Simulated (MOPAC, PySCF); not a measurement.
HCl, SMILES `Cl`, neutral singlet in the gas phase. 

Z-matrix (Å, degrees):
```
Cl
H 1 1.2788
```
Charge 0, multiplicity 1.

All levels are single points at this geometry (PBE0-D3(BJ)/def2-TZVP); Pople sets use spherical d functions. Orbital energies aren't observables, and empty levels follow the basis.

PBE/6-31G* in PySCF gives HOMO (eV) = -7.82.

Task: Estimate the HOMO (eV) from each of these levels: TPSSh-D3(BJ)/def2-TZVP in PySCF; B3LYP/6-31G* in PySCF; M06-2X/6-31G* in PySCF; SVWN5/6-31G* in PySCF; HF/3-21G in PySCF; HF/6-31G* in PySCF; HF/STO-3G in PySCF; AM1 in MOPAC.

Result: 
| level | HOMO (eV) |
|---|---|
| TPSSh-D3(BJ)/def2-TZVP in PySCF | -8.63 |
| B3LYP/6-31G* in PySCF | -9.02 |
| M06-2X/6-31G* in PySCF | -10.73 |
| SVWN5/6-31G* in PySCF | -7.89 |
| HF/3-21G in PySCF | -13.04 |
| HF/6-31G* in PySCF | -12.93 |
| HF/STO-3G in PySCF | -11.51 |
| AM1 in MOPAC | -12.34 |
